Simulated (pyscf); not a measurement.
# Insertion: SnH₂ [singlet] + hydrogen fluoride (HF) → F–SnH₃

Gas phase, singlet surface, charge 0. Bonds broken: F4–H5. Bonds formed: Sn1–F4, Sn1–H5. PySCF, gas phase, ωB97X-D3(BJ)/def2-SVP geometries. MP2 and CC: frozen core, UHF for open shells. ΔMP2 is the change of the MP2 total energy from the triple- to the quadruple-zeta basis.

Transition state (Å):

```xyz
5

Sn     1.2987     0.2722    -0.2223
H      2.1310     1.5930    -0.9445
H      1.0285     0.7719     1.4012
F     -0.6457     0.2120    -1.1569
H      0.2401    -0.8276    -1.1053
```

One imaginary mode, 1377i cm⁻¹; descent along it reached the two sides named, in the forms told below.

```json
[
 {"bond": "F4–H5", "change": "breaks", "reactant side (Å)": "0.929", "saddle": "1.367", "product side": "2.9"},
 {"bond": "Sn1–F4", "change": "forms", "reactant side (Å)": "2.533", "saddle": "2.158", "product side": "1.943"},
 {"bond": "Sn1–H5", "change": "forms", "reactant side (Å)": "2.9", "saddle": "1.763", "product side": "1.703"}
]
```

Electronic energies relative to the separated reactants (kcal/mol):

| level | barrier | reaction energy | reverse barrier |
|---|---|---|---|
| ωB97X-D3(BJ)/def2-TZVP | 19.8 | -36.0 | 55.8 |
| PBE/def2-TZVP | 12.3 | -30.6 | 42.9 |
| r²SCAN/def2-TZVP | 13.1 | -35.1 | 48.2 |
| B3LYP-D3(BJ)/def2-TZVP | 19.7 | -29.8 | 49.5 |
| PBE0-D3(BJ)/def2-TZVP | 18.3 | -32.0 | 50.3 |
| M06-2X/def2-TZVP | 21.9 | -34.7 | 56.5 |
| ωB97M-D3(BJ)/def2-TZVP | 22.0 | -31.4 | 53.4 |
| HF/def2-TZVP | 40.5 | -30.4 | 70.8 |
| MP2/def2-QZVPP | 21.6 | -31.0 | 52.7 |
| CCSD/def2-TZVPP | 27.9 | -29.3 | 57.1 |
| CCSD(T)/def2-TZVPP | 23.9 | -30.1 | 54.0 |
| CCSD(T)/def2-TZVPP + ΔMP2(QZVPP) | 22.5 | -31.0 | 53.4 |

With CCSD(T)/def2-TZVPP + ΔMP2(QZVPP) energies and thermal terms (ideal gas, 1 atm, RRHO with modes under 100 cm⁻¹ raised to 100, one conformer, R ln 2 for chiral ones without a mode under 150 cm⁻¹), in kcal/mol:

```
T (K)   ΔH‡   ΔG‡     ΔH     ΔG
-----  ----  ----  -----  -----
298    21.1  30.2  -30.6  -20.6
600    20.9  39.6  -30.5  -10.5
900    21.1  48.9  -29.9   -0.6
1200   21.5  58.2  -29.0   +9.0
```

On the reactant side the descent ends in a complex, 6.5 kcal/mol under the separated species and 26.3 kcal/mol under the saddle at ωB97X-D3(BJ)/def2-TZVP. The same reactants have a lower exit, to F–SnH: [singlet] + H₂ (barrier 0.0 kcal/mol at ωB97M-D3(BJ)/def2-TZVP, against +22.0 kcal/mol here). This is the saddle that the search found; another between the same sides may lie lower. The CCSD(T) − MP2 part came from Ansatz, without density fitting, on the same reference. The frozen core leaves the outer d or s,p core shells of the metals and heavy elements correlated in the MP2 and CC values, and def2-TZVPP describes them poorly, which can shift differences by a few kcal/mol. Elements past Kr carry the def2 core potentials, without spin-orbit coupling.
